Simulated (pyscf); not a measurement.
Elementary routes open to H₃C–Re(=O)(=O)=O (SMILES [CH3][Re](=[O])(=[O])=[O]) + H• (SMILES [H]) in the gas phase (doublet surface):
A. CH₄ (SMILES C) + [O=Re(=O)=O]• (SMILES [O]=[Re](=[O])=[O]) (C–Re broken; C–H formed)
B. [H₂C–Re(=O)(=O)=O]• (SMILES [CH2][Re](=[O])(=[O])=[O]) + H₂ (SMILES [H][H]) (C–H broken; H–H formed)

PySCF, gas phase, ωB97X-D3(BJ)/def2-SVP geometries.

Task: Rank the routes by free-energy barrier at 1200 K, lowest first, for ωB97M-D3(BJ)/def2-TZVP energies (ideal gas, 1 atm, RRHO with modes under 100 cm⁻¹ raised to 100, one conformer, R ln 2 for chiral ones without a mode under 150 cm⁻¹).

Result: B (34.1 kcal/mol), A (43.8 kcal/mol)

Route B is the fastest of these, ahead of the next by 9.7 kcal/mol. The most stable products are those of A (ΔG = -35.3 kcal/mol), whose barrier is 9.7 kcal/mol higher: the kinetic and the thermodynamic product differ. At 298 K B is still the fastest. Only these routes are compared; each barrier is that of the saddle found, and lower ones may exist. Open-shell species with a d-block atom are single-reference here; other states, and whether the spin sits on metal or ligand, were not checked. Elements past Kr carry the def2 core potentials, without spin-orbit coupling.
